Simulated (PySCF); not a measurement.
Compound: C6H9 (charge +1).
Bonds: C1–C2, C2–C3, C2–C4, C4–C5, C5–C6 (double), C4–C6. Hydrogens: H7, H8, H9 on C1; H10 on C2; H11, H12, H13 on C3; H14 on C5; H15 on C6.

The closed-shell SCF was solved with PySCF and density fitting under several settings on one GFN2-xTB geometry (grid level 2 and gas phase unless stated).

```
                                                        settings  basis functions  SCF cycles     E (Eh)  HOMO (eV)  LUMO (eV)
                                                    HF/def2-SVPD              192          10  -231.9757     -17.59      -2.66
LDA/pcSseg-1, IEF-PCM dichloromethane, energy threshold 1e-06 Eh              147           8  -231.5472      -9.16      -4.05
```

Question: Estimate the rows for these settings: (1) HSE06/6-311+G(2d,p), grid level 3; (2) PBE0/pcJ-1, grid level 4; (3) X3LYP/STO-3G, energy threshold 1e-08 Eh.

Answer: 
```json
{"settings": "HSE06/6-311+G(2d,p), grid level 3", "basis functions": "216", "SCF cycles": "13", "E (Eh)": "-233.4978", "HOMO (eV)": "-13.90", "LUMO (eV)": "-7.27"}
{"settings": "PBE0/pcJ-1, grid level 4", "basis functions": "252", "SCF cycles": "13", "E (Eh)": "-233.4233", "HOMO (eV)": "-14.33", "LUMO (eV)": "-6.95"}
{"settings": "X3LYP/STO-3G, energy threshold 1e-08 Eh", "basis functions": "39", "SCF cycles": "8", "E (Eh)": "-230.7771", "HOMO (eV)": "-13.55", "LUMO (eV)": "-5.90"}
```

Question: Over all rows, what range does the HOMO–LUMO gap span?

Answer: From 5.11 eV (LDA/pcSseg-1, IEF-PCM dichloromethane, energy threshold 1e-06 Eh) to 14.93 eV (HF/def2-SVPD). The functional of the narrowest has no exact exchange, that of the widest 100 % exact exchange.

Whole jobs, the steps after the SCF included, on one thread, Arm Neoverse V1 (aarch64), on a shared host:

```csv
settings,work after the SCF,wall time,peak memory
HF/def2-SVPD,"25 singlets by CIS, polarisability",8.1 s,0.91 GiB
"LDA/pcSseg-1, IEF-PCM dichloromethane, energy threshold 1e-06 Eh","shieldings, ring-centre shieldings",8.2 s,0.69 GiB
"HSE06/6-311+G(2d,p), grid level 3","spin–spin couplings from 15 perturbed nuclei, spin–dipole term left out",53 s,1.0 GiB
"PBE0/pcJ-1, grid level 4","25 singlets by full TDDFT, polarisability",63 s,1.0 GiB
"X3LYP/STO-3G, energy threshold 1e-08 Eh","spin–spin couplings from 15 perturbed nuclei, spin–dipole term left out",3.7 s,0.49 GiB
```

Cycle counts include a coarse-grid stage where the run had one. All basis functions are spherical, in the Pople sets too. The structure is a single GFN2-xTB conformer; no vibrational corrections.

The values belong to the conformer `[CH3:1][CH:2]([CH3:3])[c+:4]1[cH:5][cH:6]1`: C1–C2–C4–C5 -24°.
